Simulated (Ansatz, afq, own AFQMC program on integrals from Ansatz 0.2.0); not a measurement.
# AlBH, doublet in 6-31G, levels against full CI

```xyz
3

B     0.0000   -0.7747    1.2678
Al    0.0000    0.3549   -0.4747
H     0.0000   -1.1914   -0.8906
```

Connectivity, by distances: B–AlH.

Basis 6-31G. Only valence electrons are correlated. AFQMC by an in-house program on the Cholesky factors that Ansatz 0.2.0 writes for its CCSD(T) run. The CISD trial takes its coefficients from CCSD amplitudes. Released means that phaseless walkers are propagated on without the constraint, phases kept. ± is one standard error of the sampling.

Determinant: ROHF, the one that the program's search chose, which needn't be the lowest solution. The geometry is a point of a scan.

Full CI on the same integrals is exact in this basis and with this determinant's frozen core.

Cautions: a spin-contaminated unrestricted determinant lies lower (UHF 804 meV lower, ⟨S²⟩ 1.57); the search met a lower determinant of the same kind, perhaps of another symmetry (114 meV lower), and this one is a saddle point; strong correlation (T1 0.084, weight of the determinant 0.76, largest double 0.18); the released energies have errors that jump between times, so the bars are unsure, so no released level is given (meV from the phaseless value at times in 1/Eh: -5 ± 4 at 0.24, -15 ± 3 at 0.51, -23 ± 15 at 0.99, -30 ± 3 at 1.62, -39 ± 4 at 2.40).

```
T1 diagnostic                               : 0.0838
weight of the determinant in the CISD state : 0.763
size of the correlated space                : 7 electrons in 18 orbitals
```

| level | correlation energy (eV) |
| --- | --- |
| MP2 | -2.1501 |
| CCSD | -3.2821 |
| CCSD(T) | -3.4578 |

Q: Estimate where full CI lies against CCSD(T) on the same integrals.

A: 6.6 kJ/mol below CCSD(T).

Reference: full CI, correlation energy -3.526 eV. The cautions show a poor starting determinant, so the rows tell how each method copes with it here, and full CI is the sure value.

```csv
level,E − E(reference) (kJ/mol),share of correlation (%)
CCSD(T),6.6,98.06
CCSDT,1.5,99.57
CCSDT(Q),0.3,99.91
CCSDTQ,0.1,99.98
ph-AFQMC/CISD,5.9 ± 0.4,98.26
```

CCSDT and higher add their correlation energy to the determinant of the CCSD(T) run, since their own runs factorise the integrals more tightly (a shift of under 2 meV). A walk keeps the symmetry of its determinant, which the program's search chose and which needn't be the lowest solution, so a lower state of the same spin and another symmetry isn't excluded.
